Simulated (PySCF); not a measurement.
Here is a computed PBE0-D3(BJ)/def2-SVP geometry (Å):
```
atom  x, y, z in Å
C1     1.126    0.647   -0.277
C2     1.120   -0.685   -0.245
O3     0.005   -1.437    0.031
C4    -1.101   -0.662    0.277
C5    -1.095    0.670    0.245
O6     0.019    1.422   -0.036
H7     2.021    1.227   -0.498
H8     2.009   -1.284   -0.438
H9    -1.995   -1.243    0.503
H10   -1.983    1.269    0.442
```

Charge 0, singlet.

Which heavy atoms are bonded, and with what formal order?

C1–C2 1.33 Å (double); C2–O3 1.37 Å (single); O3–C4 1.37 Å (single); C4–C5 1.33 Å (double); C5–O6 1.37 Å (single); C1–O6 1.37 Å (single). Bonds to hydrogen (Å): C1–H7 1.09; C2–H8 1.09; C4–H9 1.09; C5–H10 1.09.

Give the structure as a SMILES string.

`C1=COC=CO1`, C4H4O2, 1,4-dioxin. Among its features: C=C double bond and ether.

Name the point group.

D2h (every atom within 0.08 Å of its image).

Which rings does it hold (smallest set)?

C1–C2–O3–C4–C5–O6 (6 members, 0.00 Å rms from planarity).

Classify the heavy atoms.

C1/C2/C4/C5: vinylic carbon bearing oxygen; O3/O6: cyclic ether oxygen.

What is the arrangement about C1?

It has 3 neighbours (C2, O6, H7) and is planar (angles 123.8°, 122.8° and 113.4°, sum 360.0°, 0.00 Å off the plane of its three neighbours).

What is the arrangement about O3?

It has 2 neighbours (C2, C4) and is bent (angle 112.4°).
